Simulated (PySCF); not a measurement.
Species: C₄H₇N.
Structure used (PBE0-D3(BJ)/def2-SVP), in Å, numbered top down from 1:
```
atom  x, y, z in Å
C1     1.6804    0.6887   -0.1069
C2     1.0621   -0.4923   -0.1692
C3    -0.3766   -0.7098   -0.4505
C4    -1.3899   -0.3964    0.5966
N5    -1.3082    0.3856   -0.6199
H6     1.1584    1.6334   -0.2928
H7     2.7442    0.7611    0.1300
H8     1.6427   -1.4067    0.0008
H9    -0.5796   -1.5709   -1.1005
H10   -1.0116    0.0313    1.5323
H11   -2.2818   -1.0242    0.7026
H12   -0.8523    1.2806   -0.4484
```

The closed-shell ground state was solved at several levels (PySCF, density fitting, gas phase, non-relativistic).

```json
{"level": "PBE0/pcSseg-1", "basis functions": "120", "total energy (Eh)": "-211.0382", "HOMO (eV)": "-6.90", "LUMO (eV)": "0.03", "gap (eV)": "6.93", "dipole (D)": "1.59"}
{"level": "wB97X-D/def2-SVPD", "basis functions": "156", "total energy (Eh)": "-211.1056", "HOMO (eV)": "-8.82", "LUMO (eV)": "1.75", "gap (eV)": "10.57", "dipole (D)": "1.58"}
{"level": "B3LYP/pcJ-1", "basis functions": "205", "total energy (Eh)": "-211.3323", "HOMO (eV)": "-6.64", "LUMO (eV)": "-0.18", "gap (eV)": "6.46", "dipole (D)": "1.58"}
```

Task: What might KT3/pcSseg-2 (278 basis functions) give for the same quantities?

Result: Total energy -214.7836 Eh, HOMO -5.78 eV, LUMO -1.03 eV, gap 4.75 eV, dipole 1.35 D.

Task: Over all these levels, which gives the widest orbital gap and which the narrowest?

Result: wB97X-D/def2-SVPD (range-separated hybrid) has the widest, 10.57 eV, and KT3/pcSseg-2 (GGA) the narrowest, 4.75 eV. Functional and basis both differ between the two, so the spread mixes both effects.

Task: How far do the dipole and the HOMO energy spread over the levels?

Result: The dipole runs from 1.35 to 1.59 D (mean 1.53 D) and the HOMO from -8.82 to -5.78 eV.

One conformer stands for the species.

wB97X-D is run here without its empirical dispersion term; that term would change no orbital, density or response property at a fixed geometry.
